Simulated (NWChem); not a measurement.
**Basis-set dependence for chlorine (Cl$_{2}$)**

SMILES: ClCl
```xyz
2

Cl     0.0000     0.0000     1.0128
Cl     0.0000     0.0000    -1.0128
```
Charge 0, spin multiplicity 1.

Everything below was run with NWChem. All single points use one geometry, from PBE0/def2-SVP, a minimum by its harmonic frequencies.

Hartree-Fock energies in Ha, correlation energies in mHa.

The correlated methods keep 10 core orbitals frozen. Coupled-cluster values serve here as a point of comparison, not as the truth.

```tsv
basis	functions	RHF	MP2	SCS-MP2	CCSD	CCSD+T(CCSD)	CCSD(T)	CR-CCSD[T]	CR-CCSD(T)	RI-MP2
STO-3G	18	-909.11435	-19.6	-23.6	-29.7	-29.7	-29.7	-29.7	-29.7	not run
cc-pVDZ	36	-918.96085	-271.1	-263.9	-296.8	-303.4	-303.3	-302.2	-302.1	-271.1
cc-pVTZ	68	-918.99806	-378.4	-373.4	-411.0	-428.7	-428.5	-425.0	-424.9	-378.4
cc-pVQZ	118	-919.00650	-417.5	-416.0	not run	not run	not run	not run	not run	-417.5
```

From cc-pVTZ to cc-pVQZ the Hartree-Fock energy moves by -8.4 mHa and the MP2 correlation energy by -39.1 mHa, which is 9 % of its value in the larger set.
